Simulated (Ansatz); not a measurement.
# How far a parabola holds: energy against volume of fluorite CdF2

Results of r²SCAN (PAW; Ansatz, a program for electronic structure) for fluorite CdF2. Numerical settings: plane-wave cutoff 560 eV, 12×12×12 k mesh, Fermi–Dirac smearing 0.01 eV, scalar-relativistic PAW data made under PBE. The cell has no free parameter but its volume, all volumes share cutoff and mesh, and the runs aren't spin-polarised. Energies are free energies at the run's smearing, counted from the lowest row; static lattice.

| V (Å³/atom) | E (meV/atom) |
|---|---|
| 12.514 | 7.97 |
| 12.775 | 1.92 |
| 13.036 | 0.00 |
| 13.296 | 1.77 |
| 13.557 | 6.83 |
| 13.818 | ? |

Fit E of the 5 rows that show it with a parabola. With u = V - 13.0, the rows have u = -0.4860, -0.2250, 0.0360, 0.2960, 0.5570. Least squares gives E = 0.067 - 2.864·u + 27.212·u². Residuals (row less fit): 0.084, -0.169, 0.001, 0.167, -0.084; standard error 0.188 (degrees of freedom: 2). The fitted curve has its minimum at V = 13.1, where E = -0.01. Its curvature is d²E/dV² = 2 × 27.212 meV/Å⁶, so B = V0·d²E/dV² × 0.1602 = 114 GPa.

Problem. Estimate the missing E (V = 13.818); what did the run itself give?

Solution. u = 0.8180, so E = 0.067 - 2.864 × 0.8180 + 27.212 × 0.8180² = 15.932 meV/atom. The calculation gives 14.82 meV/atom, 1.112 meV/atom below the prediction (7.5 % of the range of E in the table). The row lies outside the fitted rows, so this is an extrapolation. From the scatter of the fitted rows alone, a prediction at this place has a standard error of 0.444 meV/atom, so the miss is 2.5 times that.

The residuals are curvature that a parabola lacks, not noise. A solid that stiffens under compression and softens on expansion lies above the parabola at the compressed end and under it at the expanded end, as this row does. A third-order Birch-Murnaghan fit to the whole scan has B0 = 113 GPa. Only scans are tabulated whose curvature falls smoothly with volume, and where the parabola meets the shown rows within 5 % of their range and misses the end by 0.1 meV or more.
